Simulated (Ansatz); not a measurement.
**SiHF3: the relaxed shape and its frontier levels**

What does SiHF3 look like as a singlet, and where do its frontier electrons sit?

Computed with Ansatz 0.2.0, Gaussian basis. Level: RKS PBE0-D4/def2-TZVP.

The runs, in order: relaxation at PBE0-D4/def2-TZVP; a search for the lowest solution at PBE0-D4/def2-SVP; a single point at PBE0-D4/def2-TZVP; harmonic vibrations at PBE0-D4/def2-TZVP.

## 1. Starting geometry

5 atoms, charge 0, spin multiplicity 1.

Atoms are counted from 1 here; the program's logs count them from 0.

Bond lengths: Si1–H2 1.427 Å, Si1–F3 1.580 Å, Si1–F4 1.580 Å, Si1–F5 1.580 Å. Angles: H2–Si1–F3 113.2°, H2–Si1–F4 113.4°, H2–Si1–F5 113.3°, F3–Si1–F4 105.4°, F3–Si1–F5 105.4°, F4–Si1–F5 105.3°.

As a file:

```xyz
5
charge 0, multiplicity 1
Si    0.00034   -0.00083    0.08970
H     0.01302   -0.01861    1.51686
F     1.44764    0.01087   -0.54443
F    -0.73406    1.26004   -0.51649
F    -0.72694   -1.25146   -0.54564
```

The start is a GFN2-xTB geometry.

## 2. Optimising with PBE0-D4/def2-TZVP

Input file in.yaml:

```yaml
crystal:
  periodic: [false, false, false]
  atoms:
    - {symbol: Si, position_ang: [0.000340, -0.000830, 0.089700]}
    - {symbol: H, position_ang: [0.013020, -0.018610, 1.516860]}
    - {symbol: F, position_ang: [1.447640, 0.010870, -0.544430]}
    - {symbol: F, position_ang: [-0.734060, 1.260040, -0.516490]}
    - {symbol: F, position_ang: [-0.726940, -1.251460, -0.545640]}
basis:
  gaussian: {orbitals: def2-TZVP}
hamiltonian: {xc: pbe0, dispersion: d4}
scf: {lower_state_search: "off"}
output: {orbitals: {seedname: orbitals}}
relax: {f_tol: 0.02, max_steps: 100}
```

Command:

```console
ansatz run in.yaml --threads 4 --pin off --events-out ev --progress --plain --max-ram 3916MiB
```

The runs that follow: Searching for the lowest solution, PBE0-D4/def2-SVP; Single point, PBE0-D4/def2-TZVP; Harmonic vibrations.

Q: Predict the results of all the runs planned. Wanted: point group; commonest bond, hydrogen aside; HOMO, LUMO at PBE0-D4/def2-TZVP; dipole at PBE0-D4/def2-TZVP; lowest, highest wavenumber.

As calculated:

| quantity | value |
| --- | --- |
| point group | C3v |
| commonest bond, hydrogen aside | F–Si, 3 of mean length 1.573 Å |
| HOMO, LUMO at PBE0-D4/def2-TZVP | -11.22, 1.04 eV |
| dipole at PBE0-D4/def2-TZVP | 1.32 D |
| lowest, highest wavenumber | 299, 2360 cm⁻¹ |

What this shows: The molecule keeps its bonding pattern by the stored test; the atoms moved 0.03 Å (rms). All wavenumbers are real: a minimum at this level.
